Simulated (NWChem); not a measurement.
# One shape, several levels: doublet [C2F4]+

Aim: a comparison of 6 runs (USVWN5/6-31G*, UTPSS/6-31G*, U-r2SCAN/6-31G*, UM06-L/6-31G*, UPBE/6-31G*, UPBE0/6-31G*) of doublet [C2F4]+. 

Program for the calculation: NWChem 7.3.0.

1 further run of the same task is left out (set aside as unsound or not needed).

## (1) The system as given

[C2F4]+: 6 atoms, total charge +1, spin state doublet. SMILES of the parent species: `FC(F)=C(F)F`. The coordinates come from a PBE0-D4/def2-TZVP relaxation. That shape belongs to the parent species and isn't relaxed for this state.

Bond lengths: F1–C2 1.310 Å, C2–F3 1.310 Å, C2–C4 1.320 Å, C4–F5 1.310 Å, C4–F6 1.310 Å. Angles: F1–C2–F3 113.3°, F1–C2–C4 123.4°, F3–C2–C4 123.4°, C2–C4–F5 123.4°, C2–C4–F6 123.4°, F5–C4–F6 113.3°.

## (2) A single-point energy at USVWN5/6-31G(d) (spherical functions) (run 1)

Input file run.py:

```python
from ase import Atoms
from ase.calculators.nwchem import NWChem

molecule = Atoms(['F', 'C', 'F', 'C', 'F', 'F'], positions=[
    [1.169200, -1.134500, -0.708000],
    [0.202500, -0.640200, 0.025700],
    [-0.337500, -1.520600, 0.832300],
    [-0.188400, 0.618800, -0.041100],
    [0.351500, 1.499300, -0.847600],
    [-1.155200, 1.113100, 0.692600],
])

calc = NWChem(
    label='c2f4',
    theory='dft',
    memory='2200 mb',
    basis='6-31G*',
    basispar='spherical bse',
    charge=1,
    dft={'xc': 'slater vwn_5', 'mult': '2', 'grid': 'xfine', 'convergence': 'energy 1e-08', 'iterations': '100', 'mulliken': None, 'print': 'low'},
    task='energy',
)
molecule.calc = calc

e = molecule.get_potential_energy()
print(f"E = {e:.6f} eV")
```

On the command line:

```sh
export ASE_NWCHEM_COMMAND="nwchem PREFIX.nwi > PREFIX.nwo"
python run.py
```

Output:

```text
E = -12842.280304 eV
```

The calculator wrote c2f4.nwi:

```
title "c2f4"

permanent_dir c2f4

scratch_dir c2f4

start c2f4

geometry units angstrom nocenter noautosym noautoz
  F  1.1692000000000000e+00 -1.1345000000000001e+00 -7.0799999999999996e-01
  C  2.0250000000000001e-01 -6.4019999999999999e-01 2.5700000000000001e-02
  F  -3.3750000000000002e-01 -1.5206000000000000e+00 8.3230000000000004e-01
  C  -1.8840000000000001e-01 6.1880000000000002e-01 -4.1099999999999998e-02
  F  3.5149999999999998e-01 1.4993000000000001e+00 -8.4760000000000002e-01
  F  -1.1552000000000000e+00 1.1131000000000000e+00 6.9259999999999999e-01
end

charge 1

memory 2200 mb

basis spherical bse noprint
   * library 6-31G*
end

dft
  xc slater vwn_5
  mult 2
  grid xfine
  convergence energy 1e-08
  iterations 100
  mulliken
  print low
end

task dft energy
```

c2f4.nwo, shortened:

```text
[...]
         Total DFT energy =     -471.945100199197
      One electron energy =    -1132.635247619199
           Coulomb energy =      464.114132830700
    Exchange-Corr. energy =      -48.979223886640
 Nuclear repulsion energy =      245.555238475942
[... 31 lines left out ...]
     -------------------------------------------
      Total Density - Lowdin Population Analysis
[...]
      <S2> =      0.7505 (Exact =     0.7500)
[...]
```

It took 15 s on 1 thread of Intel Xeon Platinum 8488C (Sapphire Rapids), shared host; peak memory 0.13 GiB.

## (3) The energy at UTPSS/6-31G(d) (spherical functions) (run 2)

Input file work.nw:

```
start work
memory total 2200 mb
charge 1

geometry units atomic noautosym nocenter noautoz
 F   2.20946778 -2.14389429 -1.33792610
 C   0.38266954 -1.20980266  0.04856596
 F  -0.63778257 -2.87351755  1.57281905
 C  -0.35602440  1.16936253 -0.07766774
 F   0.66423873  2.83326638 -1.60173186
 F  -2.18301162  2.10345415  1.30882431
end

basis "ao basis" spherical bse
 F library 6-31G*
 C library 6-31G*
end

dft
 xc xtpss03 ctpss03
 mult 2
 grid xfine
 convergence energy 1e-08
 maxiter 100
 mulliken
 print low
end

task dft energy
```

On the command line:

```sh
nwchem work.nw > work.out
```

Output:

```text
[...]
 d= 0,ls=0.0,diis     1   -474.8562981246 -7.20D+02  1.90D-02  7.86D-01     4.2
[...]
 d= 0,ls=0.0,diis    10   -475.1890293349 -4.82D-09  2.77D-07  9.18D-10    43.7
[...]
         Total DFT energy =     -475.189029334909
      One electron energy =    -1133.065592896325
           Coulomb energy =      464.648706899267
    Exchange-Corr. energy =      -52.327364160797
 Nuclear repulsion energy =      245.555220822947
[...]
      Total Density - Mulliken Population Analysis
     ---------------------------------------------
    Atom       Charge   Shell Charges
 -----------   ------   -------------------------------------------------------
    1 F    9     9.10   2.00  0.96  3.26  1.02  1.83  0.02
    2 C    6     5.30   2.00  0.70  1.91  0.24  0.33  0.13
    3 F    9     9.10   2.00  0.96  3.26  1.02  1.83  0.02
    4 C    6     5.30   2.00  0.70  1.91  0.24  0.33  0.13
    5 F    9     9.10   2.00  0.96  3.26  1.02  1.83  0.02
    6 F    9     9.10   2.00  0.96  3.26  1.02  1.83  0.02
[...]
      <S2> =      0.7515 (Exact =     0.7500)
[...]
```

It took 44 s on 1 thread of Intel Xeon Platinum 8488C (Sapphire Rapids), shared host; peak memory 0.13 GiB.

Runs 3 to 5 aren't shown in full; the table further down has their settings and results.

## (4) The energy at UPBE0/6-31G(d) (spherical functions) (run 6)

Input file c2f4.nw:

```
start c2f4
memory total 2200 mb
charge 1

geometry units au noautosym nocenter noautoz
  F      2.20946778    -2.14389429    -1.33792610
  C      0.38266954    -1.20980266     0.04856596
  F     -0.63778257    -2.87351755     1.57281905
  C     -0.35602440     1.16936253    -0.07766774
  F      0.66423873     2.83326638    -1.60173186
  F     -2.18301162     2.10345415     1.30882431
end

basis spherical bse
  * library 6-31G*
end

dft
  xc pbe0
  mult 2
  grid xfine
  convergence energy 1e-08
  maxiter 100
  mulliken
end

task dft energy
```

On the command line:

```sh
nwchem c2f4.nw > c2f4.out
```

Output:

```text
[...]
          Wavefunction type:  spin polarized.
          No. of atoms     :     6
          No. of electrons :    47
[...]
          Charge           :     1
          Spin multiplicity:     2
[...]
          AO basis - number of functions:    84
[...]
              XC Information
              --------------
                         PBE0 Method XC Functional
                     Hartree-Fock (Exact) Exchange  0.250
          PerdewBurkeErnzerhof Exchange Functional  0.750
            Perdew 1991 LDA Correlation Functional  1.000 local
           PerdewBurkeErnz. Correlation Functional  1.000 non-local
[...]
 d= 0,ls=0.0,diis     1   -474.3629746129 -7.20D+02  1.44D-02  8.03D-01     3.2
[...]
 d= 0,ls=0.0,diis    10   -474.6788818523 -2.79D-09  2.33D-07  6.93D-10    30.9
[...]
         Total DFT energy =     -474.678881852343
      One electron energy =    -1132.797834839599
           Coulomb energy =      464.364017343816
    Exchange-Corr. energy =      -51.800285179506
 Nuclear repulsion energy =      245.555220822947
[...]
      Total Density - Mulliken Population Analysis
     ---------------------------------------------
    Atom       Charge   Shell Charges
 -----------   ------   -------------------------------------------------------
    1 F    9     9.13   2.00  0.96  3.26  1.03  1.86  0.02
    2 C    6     5.24   2.00  0.70  1.88  0.23  0.31  0.13
    3 F    9     9.13   2.00  0.96  3.26  1.03  1.86  0.02
    4 C    6     5.24   2.00  0.70  1.88  0.23  0.31  0.13
    5 F    9     9.13   2.00  0.96  3.26  1.03  1.86  0.02
    6 F    9     9.13   2.00  0.96  3.26  1.03  1.86  0.02
[...]
      <S2> =      0.7514 (Exact =     0.7500)
[...]
```

Run time: 32 s. Hardware: 1 thread of Intel Xeon Platinum 8488C (Sapphire Rapids), shared host; peak memory 0.13 GiB.

## (5) All runs side by side

```csv
run,level,energy (Eh),⟨S²⟩,wall time
1,USVWN5/6-31G* (spherical functions),-471.945100,0.750,15 s
2,UTPSS/6-31G* (spherical functions),-475.189029,0.751,44 s
3,U-r2SCAN/6-31G* (spherical functions),-474.939999,0.753,44 s
4,UM06-L/6-31G* (spherical functions),-475.090575,0.751,44 s
5,UPBE/6-31G* (spherical functions),-474.693584,0.751,34 s
6,UPBE0/6-31G* (spherical functions),-474.678882,0.751,32 s
```

## (6) What came out

| quantity | value |
| --- | --- |
| run 6: total energy | -474.67888 Eh |
| run 6: HOMO energy (highest over α and β) | -16.21 eV |
| run 6: LUMO energy (lowest over α and β) | -12.68 eV |
| run 6: ⟨S²⟩ | 0.751 |

Totals of different functionals can't be ranked against each other. All runs together took 3.5 min, the longest 44 s.
